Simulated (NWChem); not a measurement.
# C2H2O (ethenone) at 6 levels

We compute a comparison of 6 runs (HF/6-31G*, SVWN5/STO-3G, TPSS/def2-SVP, MP2/aug-cc-pVDZ, CCSD/aug-cc-pVDZ, CCSD(T)/aug-cc-pVDZ) of C2H2O (ethenone). 

The calculation is run with NWChem 7.3.0.

## (1) The structure to begin with

C2H2O: 5 atoms, total charge 0, spin state singlet. As SMILES, `C=C=O`. The coordinates come from a PBE0-D4/def2-TZVP relaxation.

Bond lengths: C1–C2 1.307 Å, C2–O3 1.156 Å, C1–H4 1.080 Å, C1–H5 1.080 Å. Angles: C1–C2–O3 180.0°, C2–C1–H4 119.5°, C2–C1–H5 119.5°, H4–C1–H5 121.1°.

## (2) Energy and gradient at HF/6-31G(d) (spherical functions) (run 1)

nw.xyz reads:

```xyz
5

C     -0.361800     0.279000    -0.270700
C      0.535300    -0.429800     0.362500
O      1.329000    -1.057000     0.922700
H     -1.204100    -0.217300    -0.729100
H     -0.248500     1.351400    -0.326800
```

nw.nw reads:

```
start nw
memory 2200 mb
geometry noautosym nocenter noautoz
   load nw.xyz
end
basis spherical bse
   * library 6-31G*
end
scf
   thresh 1e-08
   maxiter 80
   noprint "final vectors analysis"
end
task scf gradient
```

Command:

```bash
nwchem nw.nw > nw.out
```

Standard output:

```text
[...]
  functions       =    46
[...]
  wavefunction    = RHF
[...]
         Total SCF energy =   -151.723809417504
      One-electron energy =   -322.176051689883
      Two-electron energy =    111.662744002458
 Nuclear repulsion energy =     58.789498269921
        Time for solution =      1.9s
[...]
                         RHF ENERGY GRADIENTS
    atom               coordinates                        gradient
                 x          y          z           x          y          z
   1 C      -0.683703   0.527234  -0.511549    0.002472  -0.002010   0.001748
   2 C       1.011570  -0.812204   0.685026   -0.014961   0.011845  -0.010559
   3 O       2.511446  -1.997440   1.743650    0.017460  -0.013806   0.012323
   4 H      -2.275419  -0.410637  -1.377799   -0.005349  -0.002725  -0.002961
   5 H      -0.469597   2.553776  -0.617562    0.000378   0.006695  -0.000552
[...]
```

Wall time 2.9 s (1 thread of Intel Xeon Platinum 8559C (Emerald Rapids), shared host); peak memory 0.1 GiB.

## (3) Energy and forces at SVWN5/STO-3G (run 2)

job.nw reads:

```
start job
title "C2H2O"
memory total 2200 mb
geometry units angstroms noautosym nocenter noautoz
  C       -0.361800       0.279000      -0.270700
  C        0.535300      -0.429800       0.362500
  O        1.329000      -1.057000       0.922700
  H       -1.204100      -0.217300      -0.729100
  H       -0.248500       1.351400      -0.326800
end
basis "ao basis" spherical bse
  * library STO-3G
end
dft
  xc slater vwn_5
  mult 1
  grid xfine
  convergence energy 1e-08
  iterations 100
  mulliken
end
task dft gradient
```

Command:

```bash
nwchem job.nw > job.out
```

Standard output:

```text
[...]
          Wavefunction type:  closed shell.
          No. of atoms     :     5
          No. of electrons :    22
[...]
          Charge           :     0
          Spin multiplicity:     1
[...]
          AO basis - number of functions:    17
[...]
              XC Information
              --------------
                        Slater Exchange Functional  1.000 local
                      VWN V Correlation Functional  1.000 local
[...]
 d= 0,ls=0.0,diis     1   -149.1878370924 -2.08D+02  1.39D-01  8.88D-01     0.3
[...]
 d= 0,ls=0.0,diis    10   -149.3121730600 -1.41D-10  6.63D-07  1.31D-10     1.4
         Total DFT energy =     -149.312173060046
      One electron energy =     -320.902119796847
           Coulomb energy =      131.693233534979
    Exchange-Corr. energy =      -18.892785068099
 Nuclear repulsion energy =       58.789498269921
[...]
      Total Density - Mulliken Population Analysis
     ---------------------------------------------
    Atom       Charge   Shell Charges
 -----------   ------   -------------------------------------------------------
    1 C    6     6.30   1.99  1.10  3.21
    2 C    6     5.83   1.99  1.04  2.80
    3 O    8     8.11   2.00  1.88  4.24
    4 H    1     0.88   0.88
    5 H    1     0.88   0.88
[...]
  wavefunction    = closed shell
                         DFT ENERGY GRADIENTS
    atom               coordinates                        gradient
                 x          y          z           x          y          z
   1 C      -0.683703   0.527234  -0.511549    0.007207  -0.005754   0.005092
   2 C       1.011570  -0.812204   0.685026    0.087107  -0.068818   0.061481
   3 O       2.511446  -1.997440   1.743650   -0.104982   0.082952  -0.074097
   4 H      -2.275419  -0.410637  -1.377799    0.009357   0.002401   0.005457
   5 H      -0.469597   2.553776  -0.617562    0.001311  -0.010781   0.002067
[...]
```

Run time: 2.2 s. Hardware: 1 thread of Intel Xeon Platinum 8559C (Emerald Rapids), shared host; peak memory 0.12 GiB.

Run 3 isn't shown in full; the table further down has it.

## (4) Energy and forces at MP2/aug-cc-pVDZ (run 4)

c2h2o.nw reads:

```
START c2h2o
TITLE "C2H2O"
memory total 2200 mb
GEOMETRY units angstroms noautosym nocenter noautoz
  C    -0.361800    0.279000   -0.270700
  C     0.535300   -0.429800    0.362500
  O     1.329000   -1.057000    0.922700
  H    -1.204100   -0.217300   -0.729100
  H    -0.248500    1.351400   -0.326800
END
BASIS "ao basis" spherical bse
  * library aug-cc-pVDZ
END
SCF
  thresh 1e-08
  maxiter 80
  noprint "final vectors analysis"
END
MP2
  freeze core 3
  tight
END
TASK mp2 gradient
```

Command:

```bash
nwchem c2h2o.nw > c2h2o.out
```

Standard output:

```text
[...]
  functions       =    87
[...]
  wavefunction    = RHF
[...]
         Total SCF energy =   -151.748712086216
      One-electron energy =   -322.062420303209
      Two-electron energy =    111.524209947071
 Nuclear repulsion energy =     58.789498269921
        Time for solution =     14.4s
[...]
          Total MP2 energy          -152.202799523292
[...]
                         mp2 ENERGY GRADIENTS
    atom               coordinates                        gradient
                 x          y          z           x          y          z
   1 C      -0.683703   0.527234  -0.511549    0.019980  -0.015839   0.014107
   2 C       1.011570  -0.812204   0.685026    0.007964  -0.006278   0.005621
   3 O       2.511446  -1.997440   1.743650   -0.031585   0.024952  -0.022293
   4 H      -2.275419  -0.410637  -1.377799    0.004534   0.003027   0.002426
   5 H      -0.469597   2.553776  -0.617562   -0.000894  -0.005862   0.000139
[...]
```

Wall time 34 s (1 thread of Intel Xeon Platinum 8559C (Emerald Rapids), shared host); peak memory 0.21 GiB.

Run 5 isn't shown in full; the table further down has it.

## (5) The energy at CCSD(T)/aug-cc-pVDZ (run 6)

test.xyz reads:

```xyz
5
C2H2O
C     -0.361800     0.279000    -0.270700
C      0.535300    -0.429800     0.362500
O      1.329000    -1.057000     0.922700
H     -1.204100    -0.217300    -0.729100
H     -0.248500     1.351400    -0.326800
```

test.nw reads:

```
start test
title "C2H2O"
memory 2200 mb
charge 0
geometry units angstrom noautosym nocenter noautoz
 load format xyz test.xyz
end
basis spherical bse
 * library aug-cc-pVDZ
end
scf
 thresh 1e-08
 maxiter 80
 print medium
end
ccsd
 freeze core 3
 maxiter 60
end
task ccsd(t) energy
```

Command:

```bash
nwchem test.nw > test.out
```

Standard output:

```text
[...]
  functions       =    87
[...]
  wavefunction    = RHF
[...]
         Total SCF energy =   -151.748712086190
      One-electron energy =   -322.062420303146
      Two-electron energy =    111.524209947035
 Nuclear repulsion energy =     58.789498269921
        Time for solution =     14.2s
[...]
 Total MP2 energy:           -152.202799523270329
[...]
             energy      energy      error      ampl     ampl      Block
                                                time     time      time
[...]
 Total CCSD energy:           -152.217135815180626
[...]
 Total CCSD+T(CCSD) energy:           -152.238111811977319
[...]
 Total CCSD(T) energy:                -152.236506715987133
[...]
```

Run time: 79 s. Hardware: 1 thread of Intel Xeon Platinum 8559C (Emerald Rapids), shared host; peak memory 0.2 GiB.

## (6) Overview of the runs

| run | level | iteration cap | module | energy (Eh) | dipole moment (D) | largest force (eV/Å) | wall time |
| --- | --- | --- | --- | --- | --- | --- | --- |
| 1 | HF/6-31G* (spherical functions) | 80 | scf | -151.723809 | 1.74 | 1.308 | 2.9 s |
| 2 | SVWN5/STO-3G | 100 | dft | -149.312173 | 0.54 | 7.865 | 2.2 s |
| 3 | TPSS/def2-SVP | 100 | dft | -152.512740 | 1.24 | 1.873 | 16 s |
| 4 | MP2/aug-cc-pVDZ | 80 | mp2 | -152.202800 | 1.19 | 2.366 | 34 s |
| 5 | CCSD/aug-cc-pVDZ | 80 | ccsd | -152.217136 | – | – | 70 s |
| 6 | CCSD(T)/aug-cc-pVDZ | 80 | ccsd(t) | -152.236507 | – | – | 79 s |

## (7) Outcome

```
                                          quantity          value
                               run 6: total energy  -152.23651 Eh
        run 6: HOMO energy (Hartree–Fock orbitals)       -9.98 eV
        run 6: LUMO energy (Hartree–Fock orbitals)        0.93 eV
      run 6: HOMO–LUMO gap (Hartree–Fock orbitals)       10.91 eV
run 6: correlation energy (3 core orbitals frozen)     -487.8 mEh
                             run 6: (T) correction     -19.37 mEh
```

Over runs 1, 2, 3, 4 the dipole moment (its size) runs from 0.54 D (SVWN5/STO-3G) to 1.74 D (HF/6-31G*). The two ends differ in method and basis. Totals of different functionals can't be ranked against each other. In run 2 the basis is minimal, so the values are rough. All runs together took 3.4 min, the longest 79 s.
